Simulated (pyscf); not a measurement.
## Addition across a multiple bond or ene-type step: `[F][W]([F])([F])([F])=[S]` + `[SH2]` → `[F][W]([F])([F])([F])([SH])[SH]`

Gas phase, singlet surface, charge 0. Bonds broken: S7–H8. Bonds formed: S1–H8, W2–S7. PySCF, gas phase, ωB97X-D3(BJ)/def2-SVP geometries.

Transition state (Å):

```xyz
9

S      1.0746     0.4131     1.8889
W     -0.1109     0.1469     0.0186
F     -0.1147     1.9327    -0.4945
F     -1.7425     0.0913    -0.8980
F      1.3281    -0.0637    -1.1245
F     -0.2613    -1.6945     0.0565
S     -1.8673     0.5935     1.8187
H     -0.3007     0.9262     2.3883
H     -2.4765     1.6522     1.2457
```

One imaginary mode, 1193i cm⁻¹; descent along it reached the two sides named, in the forms told below.

| bond | change | reactant side (Å) | saddle | product side |
|---|---|---|---|---|
| S7–H8 | breaks | 1.348 | 1.700 | 2.418 |
| S1–H8 | forms | 3.5 | 1.550 | 1.346 |
| W2–S7 | forms | 2.6 | 2.554 | 2.347 |

Electronic energies relative to the separated reactants (kJ/mol):

| level | barrier | reaction energy | reverse barrier |
|---|---|---|---|
| ωB97X-D3(BJ)/def2-TZVP | 117.2 | +12.3 | 104.9 |
| PBE/def2-TZVP | 108.0 | +34.0 | 74.0 |
| r²SCAN/def2-TZVP | 112.2 | +29.5 | 82.7 |
| B3LYP-D3(BJ)/def2-TZVP | 130.5 | +39.7 | 90.8 |
| PBE0-D3(BJ)/def2-TZVP | 116.8 | +28.9 | 88.0 |
| M06-2X/def2-TZVP | 155.9 | +53.7 | 102.2 |
| ωB97M-D3(BJ)/def2-TZVP | 149.6 | +48.7 | 101.0 |
| HF/def2-TZVP | 239.5 | +102.0 | 137.5 |

With ωB97M-D3(BJ)/def2-TZVP energies and thermal terms (ideal gas, 1 atm, RRHO with modes under 100 cm⁻¹ raised to 100, one conformer, R ln 2 for chiral ones without a mode under 150 cm⁻¹), in kJ/mol:

| T (K) | ΔH‡ | ΔG‡ | ΔH | ΔG |
|---|---|---|---|---|
| 298 | 143.7 | 187.5 | +55.2 | +102.0 |
| 600 | 146.2 | 231.1 | +59.0 | +148.1 |
| 900 | 149.8 | 272.8 | +63.7 | +191.6 |
| 1200 | 153.4 | 313.2 | +68.6 | +233.5 |

On the reactant side the descent ends in an adduct with a S–W contact, 4.3 kJ/mol under the separated species and 121.5 kJ/mol under the saddle at ωB97X-D3(BJ)/def2-TZVP. What is counted as formed (S–W) is already present as a longer contact in the reactant adduct; forming that adduct is a step of its own. This is the saddle that the search found; another between the same sides may lie lower. Elements past Kr carry the def2 core potentials, without spin-orbit coupling.
